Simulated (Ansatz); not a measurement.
```yaml
crystal:
  periodic: [false, false, false]
  atoms:
    - {symbol: Ga, position_ang: [0.000000, 0.000000, 0.000000]}
    - {symbol: Li, position_ang: [0.000000, 0.000000, 2.325000]}
basis:
  gaussian: {orbitals: def2-TZVP}
total_charge: 1
magnetization: {spin_polarized: true, initial_magnetization: 1}
hamiltonian: {xc: pbe0}
relax: {f_tol: 0.004, max_steps: 80}
```

```sh
$ ansatz run in.yaml --threads 1 --pin off --events-out ev --progress --plain --max-ram 2176MiB
```

Steps of the relaxation (energy above the last step; positions in Å, forces in eV/Å):

```
2
step 1, 490.7 meV
Ga    0.000    0.000    0.000    0.000    0.000   -1.982
Li    0.000    0.000    2.325    0.000    0.000    1.982
```

```
2
step 2, 63.6 meV
Ga    0.000    0.000   -0.197    0.000    0.000   -0.458
Li    0.000    0.000    2.522    0.000    0.000    0.458
```

```
2
step 3, 2.1 meV
Ga    0.000    0.000   -0.397    0.000    0.000    0.056
Li    0.000    0.000    2.722    0.000    0.000   -0.056
```

```
2
step 6, 0.0 meV
Ga    0.000    0.000   -0.361    0.000    0.000    0.001
Li    0.000    0.000    2.686    0.000    0.000   -0.001
```

Close pairs at the end: Ga1–Li2 3.046 Å.

A stationary point of unrestricted PBE0 after 6 steps, with ⟨S²⟩ = 0.754 against 0.75 for a pure state. 15 s on 1 thread of Arm Neoverse V1, shared host.
